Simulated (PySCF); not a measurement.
Screening by computed properties: pick the candidate that meets the target.

All species are isolated and taken at one optimised geometry, non-relativistic unless stated; the electronic structure was computed with PySCF and density fitting.

Dipoles, sizes and rotational constants follow the conformer. The torsions of the flexible species, by atom-mapped SMILES:
- `[CH:1]#[C:2][CH2:3][P:4]=[C:5]=[C:6]([CH3:7])[CH2:8][CH3:9]`: C2–C3–P4–C5 -95°, C5–C6–C8–C9 -104°
- `[F:1][CH:2]([F:3])[O:4][C@H:5]1[CH2:6][C@@H:7]([F:8])[CH2:9]1`: F1–C2–O4–C5 -170°, C2–O4–C5–C6 174°
- `[CH3:1]/[CH:2]=[C:3]1/[C@@H:4](/[CH:5]=[N:6]\[CH3:7])[C@H:8]1[CH2:9][CH3:10]`: C3–C4–C5–N6 -151°, C4–C8–C9–C10 -72°
- `[CH2:1]=[CH:2][CH2:3][NH+:4]1[CH2:5][CH2:6][CH2:7]1`: C1–C2–C3–N4 123°, C2–C3–N4–C5 73°

Problem. Wanted: HOMO–LUMO gap between 7 eV and 9 eV (PBE0/pcSseg-1) and smallest rotational constant above 0.6 GHz (GFN2-xTB), at GFN2-xTB geometries. Which candidate meets both?
A. `Cl[C]Cl` [singlet]
B. `FC(F)O[C@H]1C[C@@H](F)C1`
C. `C/C=C1/[C@@H](/C=N\C)[C@H]1CC`
D. `C#CCP=C=C(C)CC`
E. `C=CC[NH+]1CCC1`

Solution. E. Computed values:
| species | HOMO–LUMO gap | smallest rotational constant |
| --- | --- | --- |
| Cl[C]Cl [singlet] | 3.99 eV | 3.495 GHz |
| C#CCP=C=C(C)CC | 5.56 eV | 0.559 GHz |
| C/C=C1/[C@@H](/C=N\C)[C@H]1CC | 6.65 eV | 0.612 GHz |
| C=CC[NH+]1CCC1 | 7.75 eV | 1.259 GHz |
| FC(F)O[C@H]1C[C@@H](F)C1 | 9.54 eV | 0.718 GHz |
